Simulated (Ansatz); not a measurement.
Calculated with Ansatz (gas phase, PBE0-D4/def2-TZVP geometries, no zero-point term in ΔE). CCSD(T)/CBS adds triple-zeta CCSD(T) − MP2 to the extrapolated MP2 energy (def2 sets, frozen cores). This one scheme is used for every species. DFT in def2-TZVPP. B3LYP here is the variant with VWN-RPA as its local correlation; programs differ in this. Triplets are unrestricted, without spin–orbit coupling. One conformer a species, not always the lowest.

Reaction (formal loss of a carbene): `CCSC=S` → `CSC=S` + `[CH2]` (triplet)

`CCSC=S`:

Z-matrix (Å, degrees):
```
C
C 1 1.515
H 1 1.092 2 111.3
H 1 1.093 2 110.3 3 -119.8
H 1 1.091 2 111.0 3 120.1
S 2 1.812 1 113.7 3 -62.2
H 2 1.092 1 111.2 3 -179.8
H 2 1.092 1 112.1 3 60.5
C 6 1.713 2 101.9 1 77.6
S 9 1.617 6 125.1 2 -177.7
H 9 1.094 6 113.3 2 3.2
```

`CSC=S`:

Z-matrix (Å, degrees):
```
C
S 1 1.801
H 1 1.090 2 111.0
H 1 1.090 2 106.4 3 -118.3
H 1 1.090 2 111.0 3 123.3
C 2 1.713 1 102.0 3 -61.4
S 6 1.617 2 124.8 1 -180.0
H 6 1.093 2 113.5 1 0.0
```

`[CH2]` (triplet):

Cartesian coordinates in Å:
```
C -0.100 -0.220 0.133
H -0.331 -0.233 -0.921
H 0.431 0.453 0.788
```

(1) Is it downhill or uphill in electronic energy at CCSD(T)/CBS, and by how much? (Estimate.)

(2) What do these levels give: PBE0-D4, B3LYP-D4, ωB97M-V, B2PLYP, B3LYP, HF/CBS(def2)? (Best estimate.)

Largest T1 diagnostic among the species: 0.016.

Answers

(1) The calculation gave: Uphill: ΔE = +440.7 kJ/mol.

(2) Ansatz gave: PBE0-D4 436.9, B3LYP-D4 431.5, ωB97M-V 441.4, B2PLYP 429.1, B3LYP 420.1, HF/CBS(def2) 290.1 kJ/mol.

From PBE to PBE0 (25 % exact exchange), in def2-TZVPP and without D4, ΔE moves by −7.3 kJ/mol. In def2-TZVPP, CCSD(T) changes the Hartree–Fock value by +139.3 kJ/mol (the triples alone add +11.9 kJ/mol) and MP2 by +153.4 kJ/mol. The D4 term adds +11.4 kJ/mol with B3LYP and +6.2 kJ/mol with PBE0; it sums over pairs of atoms, weighted by their polarisabilities, and B3LYP, whose exchange is more repulsive, gets the larger term.
